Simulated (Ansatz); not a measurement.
## Ansatz (development build ahead of 0.2.0) run

```yaml
crystal:
  periodic: [false, false, false]
  atoms:
    - { symbol: C, position_ang: [0.0, 0.0, -1.0808] }
    - { symbol: C, position_ang: [0.0, 0.0, 0.25601] }
    - { symbol: "N", position_ang: [0.0, 0.0, 1.32033] }
    - { symbol: H, position_ang: [0.0, -0.94889, -1.4312] }
    - { symbol: H, position_ang: [-0.82176, 0.47444, -1.4312] }
    - { symbol: H, position_ang: [0.82176, 0.47444, -1.4312] }
basis:
  gaussian: { orbitals: cc-pVTZ }
hamiltonian:
  xc: hf
correlation:
  method: mp2
  frozen_orbitals: { C: 1, H: 0, "N": 1 }
```

The input is written out in the form of the current development build from the run's settings.

Output:

| Item | Value |
| --- | --- |
| Converged | yes |
| Reference energy | -131.93871 hartree |
| Correlation energy | -0.49885 hartree |
| Total energy | -132.43756 hartree |
| Spin squared of the determinant | 0.000 |

Caution: no unrestricted run beside it, a lower state can exist.
